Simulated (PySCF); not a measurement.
# methyl formate: ΔSCF against reference XPS values

What was measured (core binding energies): O 1s of O4 538.24 eV [1]; O 1s of O2 (atom 2) 539.64 eV [1]. Sources and the comparison follow the method.

Methyl formate, C2H4O2.
Numbering: `[CH3:1][O:2][CH:3]=[O:4]`

The calculation used delta-SCF UKS SCAN, pcX-2 on the ionised atom, pcseg-1 elsewhere, spin-free X2C (PySCF 2.14.0). Vertical ΔSCF values, vacuum level as zero.

```tsv
atom	environment	level	this calculation (eV)	reference (eV)	difference (eV)	source
O4	ester carbonyl oxygen	O 1s	538.21	538.24	-0.03	[1]
O2	ester single-bonded oxygen	O 1s	540.01	539.64	+0.37	[1]
```

[1] measured, gas; CORE65 (Golze, Keller, Rinke, J. Phys. Chem. Lett. 2020, 11, 1840), as tabulated in Jana, Herbert, J. Chem. Phys. 2023, 158, 094111, SI

How well does this level of theory reproduce the measurements here?

Over the 2 different measured values (2 distinct lines) the mean signed difference is +0.17 eV, the mean unsigned one 0.20 eV and the largest 0.37 eV. The calculation is vertical and has no vibrational structure, and measured positions depend on the energy calibration.

What does the calculation give for the levels without a reference value here?

C1 C 1s 292.83 eV; C3 C 1s 294.99 eV.

The listed C 1s values span 2.16 eV, from C1 (bonded to O and 3 H) to C3 (bonded to O (double bond), O and H). Summing the Pauling electronegativity differences to the bonded atoms, each weighted by its formal bond order, gives -0.16 for the lowest site and +2.32 for the highest.

Lowest listed O 1s: O4, bonded to C (double bond). Highest, 1.80 eV above it: O2, bonded to 2 C. Summing the Pauling electronegativity differences to the bonded atoms, each weighted by its formal bond order, gives -1.78 for the lowest site and -1.78 for the highest; the sum is the same at every site.

One conformer (not necessarily the lowest) at the GFN2-xTB geometry, without solvent, vibrations or thermal averaging.

Shape of the structure used: `[CH3:1][O:2][CH:3]=[O:4]`: C1–O2–C3–O4 0°.
